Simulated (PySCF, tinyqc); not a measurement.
Worked calculation: RHF in the sto-3g basis, for BH, spin multiplicity 1. This run ends on a higher stationary point, not on the lowest solution. The lowest restricted solution is unstable here: a spin-polarised one lies 0.0110 hartree lower (PySCF). One step of it, computed by the program tinyqc.

Problem. Iteration 2: building the Fock matrix. J_ij = sum D_kl (ij|kl), K_ij = sum D_kl (ik|jl); F = H + J - 0.5 K; E = tr D H + tr D J / 2 - 0.25 tr D K + E_nn.

D after iteration 1:
```
,1B 1s,1B 2s,1B 2px,1B 2py,1B 2pz,2H 1s
1B 1s,2.092640,-0.373979,0.145245,-0.216365,-0.127677,-0.016229
1B 2s,-0.373979,1.490334,-0.397399,0.645385,0.554730,0.020162
1B 2px,0.145245,-0.397399,1.502635,0.732168,0.017000,-0.135262
1B 2py,-0.216365,0.645385,0.732168,0.868461,0.346742,-0.075071
1B 2pz,-0.127677,0.554730,0.017000,0.346742,0.225974,-0.007854
2H 1s,-0.016229,0.020162,-0.135262,-0.075071,-0.007854,0.012376
```

core Hamiltonian H = T + V (hartree):
```
,1B 1s,1B 2s,1B 2px,1B 2py,1B 2pz,2H 1s
1B 1s,-12.754128,-3.303960,0.000000,0.000000,-0.017622,-0.768864
1B 2s,-3.303960,-3.831929,0.000000,0.000000,-0.155801,-1.643048
1B 2px,0.000000,0.000000,-2.998417,0.000000,0.000000,0.000000
1B 2py,0.000000,0.000000,0.000000,-2.998417,0.000000,0.000000
1B 2pz,-0.017622,-0.155801,0.000000,0.000000,-3.114150,-1.506288
2H 1s,-0.768864,-1.643048,0.000000,0.000000,-1.506288,-2.604140
```

Two-electron integrals (ij|kl) in chemists' order, unique and non-zero (hartree):
```
i,j,k,l,(ij|kl)
1,1,1,1,2.923513
2,1,1,1,0.518376
2,1,2,1,0.109262
2,2,1,1,0.744229
2,2,2,1,0.193177
2,2,2,2,0.544804
3,1,3,1,0.020264
3,2,3,1,0.029996
3,2,3,2,0.120346
3,3,1,1,0.742491
3,3,2,1,0.193240
3,3,2,2,0.544682
3,3,3,3,0.586773
4,1,4,1,0.020264
4,2,4,1,0.029996
4,2,4,2,0.120346
4,3,4,3,0.031630
4,4,1,1,0.742491
4,4,2,1,0.193240
4,4,2,2,0.544682
4,4,3,3,0.523513
4,4,4,4,0.586773
5,1,5,1,0.020264
5,2,5,1,0.029996
5,2,5,2,0.120346
5,3,5,3,0.031630
5,4,5,4,0.031630
5,5,1,1,0.742491
5,5,2,1,0.193240
5,5,2,2,0.544682
5,5,3,3,0.523513
5,5,4,4,0.523513
5,5,5,5,0.586773
6,1,1,1,0.118676
6,1,2,1,0.024925
6,1,2,2,0.044198
6,1,3,3,0.043981
6,1,4,4,0.043981
6,1,5,1,0.001824
6,1,5,2,0.003344
6,1,5,5,0.044659
6,1,6,1,0.005869
6,2,1,1,0.272571
6,2,2,1,0.071773
6,2,2,2,0.221009
6,2,3,3,0.214826
6,2,4,4,0.214826
6,2,5,1,0.007919
6,2,5,2,0.047147
6,2,5,5,0.233172
6,2,6,1,0.017469
6,2,6,2,0.121014
6,3,3,1,0.007374
6,3,3,2,0.033951
6,3,5,3,0.008937
6,3,6,3,0.013783
6,4,4,1,0.007374
6,4,4,2,0.033951
6,4,5,4,0.008937
6,4,6,4,0.013783
6,5,1,1,0.250053
6,5,2,1,0.066744
6,5,2,2,0.216916
6,5,3,3,0.205347
6,5,4,4,0.205347
6,5,5,1,0.013777
6,5,5,2,0.076462
6,5,5,5,0.239828
6,5,6,1,0.017086
6,5,6,2,0.139294
6,5,6,5,0.170857
6,6,1,1,0.426926
6,6,2,1,0.114542
6,6,2,2,0.397810
6,6,3,3,0.373972
6,6,4,4,0.373972
6,6,5,1,0.015851
6,6,5,2,0.123574
6,6,5,5,0.445064
6,6,6,1,0.028486
6,6,6,2,0.274108
6,6,6,5,0.343733
6,6,6,6,0.774606
```

nuclear repulsion = 2.16520954 hartree

Give: Coulomb J; exchange K; Fock matrix F; total energy of this density.

Solution.

Coulomb J (hartree):
```
,1B 1s,1B 2s,1B 2px,1B 2py,1B 2pz,2H 1s
1B 1s,8.776,1.795,-0.020,0.029,0.028,0.414
1B 2s,1.795,3.648,-0.096,0.137,0.128,1.464
1B 2px,-0.020,-0.096,3.684,0.046,-0.001,-0.028
1B 2py,0.029,0.137,0.046,3.644,0.021,0.045
1B 2pz,0.028,0.128,-0.001,0.021,3.605,1.426
2H 1s,0.414,1.464,-0.028,0.045,1.426,2.535
```

exchange K (hartree):
```
,1B 1s,1B 2s,1B 2px,1B 2py,1B 2pz,2H 1s
1B 1s,5.943,1.129,0.015,-0.025,0.024,0.270
1B 2s,1.129,1.216,-0.266,0.362,0.344,0.583
1B 2px,0.015,-0.266,1.117,0.406,-0.020,-0.140
1B 2py,-0.025,0.362,0.406,0.765,0.176,0.195
1B 2pz,0.024,0.344,-0.020,0.176,0.408,0.314
2H 1s,0.270,0.583,-0.140,0.195,0.314,0.415
```

Fock matrix F (hartree):
```
,1B 1s,1B 2s,1B 2px,1B 2py,1B 2pz,2H 1s
1B 1s,-6.949,-2.073,-0.028,0.041,-0.001,-0.490
1B 2s,-2.073,-0.791,0.037,-0.044,-0.200,-0.471
1B 2px,-0.028,0.037,0.127,-0.157,0.008,0.042
1B 2py,0.041,-0.044,-0.157,0.263,-0.068,-0.053
1B 2pz,-0.001,-0.200,0.008,-0.068,0.286,-0.237
2H 1s,-0.490,-0.471,0.042,-0.053,-0.237,-0.277
```

total energy of this density = -23.96627 hartree
